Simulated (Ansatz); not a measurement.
Input file:

```yaml
crystal:
  periodic: [false, false, false]
  atoms:
    - {symbol: Ga, position_ang: [0.000000, 0.266084, 1.711450]}
    - {symbol: Ga, position_ang: [0.000000, 0.262906, -1.608935]}
    - {symbol: P, position_ang: [0.000000, -1.233398, -0.141295]}
    - {symbol: H, position_ang: [0.000000, 1.309756, -2.749404]}
basis:
  gaussian: {orbitals: cc-pVDZ}
magnetization: {spin_polarized: true, initial_magnetization: 2}
hamiltonian: {xc: hf}
output: {forces: true, orbitals: {seedname: orbitals}}
```

```sh
$ ansatz run in.yaml --threads 1 --pin off --events-out ev --progress --plain --max-ram 2393MiB
```

Q: Roughly how long does this take on 1 thread of Arm Neoverse V1, shared host, and how much host memory?

A: 21 s wall and 0.26 GiB.

```
882 factors; integrals over basis functions are off by at most 7.9e-4 eV
mean field evaluation 1: about -113951.7387 eV, gradient 1.0e1 eV
mean field evaluation 2: about -113951.7470 eV, gradient 1.0e1 eV
mean field evaluation 4: about -113952.9895 eV, gradient 1.8e0 eV
mean field evaluation 8: about -113953.0988 eV, gradient 3.0e-1 eV
mean field evaluation 16: about -113953.1341 eV, gradient 7.8e-6 eV
mean field evaluation 32: about -113952.6831 eV, gradient 3.7e-1 eV
mean field evaluation 64: about -113952.0117 eV, gradient 3.8e0 eV
mean field evaluation 96: about -113952.8188 eV, gradient 2.3e-1 eV
mean field evaluation 128: about -113952.5580 eV, gradient 1.3e0 eV
mean field evaluation 160: about -113953.1201 eV, gradient 7.5e-1 eV
mean field evaluation 192: about -113953.0502 eV, gradient 6.2e-1 eV
mean field -113953.13409074 eV, -4187.7004376261 hartree, gradient 8.0e-6 eV, S^2 2.035016; 5 other end points of the search recorded, 0 dependent functions left out
the calculation of the forces begins
reference -113953.13409074 eV, -4187.7004376261 hartree; 40, 38 occupied and 37, 39 virtual orbitals, 882 factors
Total energy: -113953.13409074 eV, -4187.7004376261 hartree
Atom 0 at     0.000000     0.266084     1.711450 Å, force    -0.000000     0.308535    -0.676151 eV/Å
Atom 1 at     0.000000     0.262906    -1.608935 Å, force    -0.000000     1.429354    -0.430287 eV/Å
Atom 2 at     0.000000    -1.233398    -0.141295 Å, force    -0.000000    -1.769067     1.086674 eV/Å
Atom 3 at     0.000000     1.309756    -2.749404 Å, force    -0.000000     0.031177     0.019763 eV/Å
Dipole moment:    -0.000000     0.378810    -0.401793 e Å
```

Forces (eV/Å):
```
Ga   0.000  0.309 -0.676
Ga   0.000  1.429 -0.430
P    0.000 -1.769  1.087
H    0.000  0.031  0.020
```
